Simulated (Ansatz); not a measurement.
This Ansatz (a first-principles code) input (MP2/aug-pcseg-3) gives -177.58236 Eh with 402 basis functions.

Ansatz 0.2 input:
```yaml
crystal:
  periodic: [false, false, false]
  atoms:
    - {symbol: C, position_ang: [0.00476229, 0.43392420, -0.00203639]}
    - {symbol: C, position_ang: [1.18383408, -0.15360148, 0.00493325]}
    - {symbol: F, position_ang: [-1.14596015, -0.26718838, -0.00280751]}
    - {symbol: H, position_ang: [-0.17580160, 1.50100015, -0.00772733]}
    - {symbol: H, position_ang: [1.28003303, -1.23028006, 0.01036986]}
    - {symbol: H, position_ang: [2.07783169, 0.45203897, 0.00524394]}
basis:
  gaussian:
    orbitals: aug-pcseg-3
magnetization: {spin_polarized: false}
correlation: {method: mp2, electrons: outside_noble_gas}
```

Change:
```diff
- orbitals: aug-pcseg-3
+ orbitals: aug-cc-pVQZ
```

Task: What does the run give now?

Result: -177.59325 Eh (MP2/aug-cc-pVQZ, 378 functions), a change of -10.89 mEh.
